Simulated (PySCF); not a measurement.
Molecule: 1-Pyrroline (SMILES N1=CCCC1).

Geometry:
```
atom   x (Å)   y (Å)   z (Å)
  C1  -0.747   1.146   0.287
  N2   0.454   1.486   0.061
  C3   1.212   0.298  -0.310
  C4   0.333  -0.922   0.026
  C5  -1.072  -0.317   0.123
  H6  -1.502   1.899   0.555
  H7   2.183   0.293   0.210
  H8   1.444   0.366  -1.389
  H9   0.412  -1.731  -0.714
 H10   0.629  -1.342   1.001
 H11  -1.680  -0.716   0.950
 H12  -1.666  -0.460  -0.799
```

Spin–spin couplings on one PBE0-D3(BJ)/def2-SVP geometry, PySCF 2.14, gas phase, non-relativistic, equivalent pairs averaged (spin–dipole term only in couplings to heteroatoms); isotopes ¹³C, ¹H; functional B3LYP.

Q: How do the couplings (Hz) change with the basis set? Times are CPU seconds on shared hosts with different chips, so compare them loosely. Far from the basis limit: 6-31G*, pcJ-0, 6-31G-J, def2-TZVP, cc-pVTZ.

A: 
```tsv
basis set	functions	¹J(C1,H6)	¹J(C3,H7)	¹J(C4,H9)	¹J(C5,H11)	¹J(C4,C5)	¹J(C1,C5)	¹J(C3,C4)	core-s
6-31G*	84	179.1	154.7	148.5	148.1	50.4	46.5	44.7	6.1
pcJ-0	86	168.4	124.4	117.9	118.8	29.2	23.6	22.4	5.9
6-31G-J	88	196.9	150.5	141.6	141.9	36.4	32.8	30.6	6.2
def2-TZVP	197	178.1	137.1	129.0	129.1	35.1	32.9	30.4	22
pcJ-1	205	187.5	145.1	136.8	136.9	36.7	34.5	32.1	15
cc-pVTZ	248	171.2	127.5	119.0	118.9	28.8	27.2	24.4	30
```

The Fermi-contact term samples the wavefunction at the nucleus, which is why sets with added tight s functions (names with J) are made for couplings.
